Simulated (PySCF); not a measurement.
# CClFO₂, a complex of two parts: interaction energy

An exercise on one series of results from a longer session: the logs are not shown, and one member is left open.

Computed with PySCF 2.14.0; each step states its level. No surroundings beyond the atoms listed, unless a continuum is named. Atoms count from 0, parts from 1.

## The system as given

5 atoms, charge 0, multiplicity 1; geometry: GFN1-xTB. Parts: 1 = atoms 0–1, `FCl`, charge 0; 2 = atoms 2–4, `O=C=O`, charge 0.

The first run:

The job: settings as JSON, then the geometry in Å.

```
{"job": {"xc": "PBE0", "basis": "def2-SVPD", "d3": "d3bj", "grid": 2, "kind": "geom"}, "charge": 0, "multiplicity": 1, "parts": [{"atoms": "0-1", "charge": 0, "multiplicity": 1}, {"atoms": "2-4", "charge": 0, "multiplicity": 1}]}
Cl     0.964240    -0.146312    -0.137461
F     -0.692242    -0.013920     0.030413
O     -0.337423     1.600523     2.450575
C     -1.366774     1.818848     2.008286
O     -2.398169     2.054896     1.583532
```

Run with:

```bash
$ OMP_NUM_THREADS=1 python cluster_run.py task.json out
```

This one command runs all jobs of the session in turn.

Among the steps run: Geometry optimisation at PBE0-D3(BJ)/def2-SVPD; Coupled-cluster interaction energy: CCSD(T) and MP2.

One of the session's tables, all rows but one given; the rest of the session is left out.

It belongs to the step «Coupled-cluster interaction energy: CCSD(T) and MP2». 

```
                 method  interaction energy (kcal/mol)
         HF/aug-cc-pVDZ                          -0.17
        MP2/aug-cc-pVDZ                          -0.96
       CCSD/aug-cc-pVDZ                          -0.84
    CCSD(T)/aug-cc-pVDZ                          -0.98
         HF/aug-cc-pVTZ                              ?
        MP2/aug-cc-pVTZ                          -1.12
    SCS-MP2/aug-cc-pVTZ                          -0.83
      MP2, extrapolated                          -1.21
CCSD(T), limit estimate                          -1.23
```

Q: Estimate the row for HF/aug-cc-pVTZ from the others.

The run gave: interaction energy (kcal/mol): -0.12. In the column «interaction energy (kcal/mol)» it is the highest.
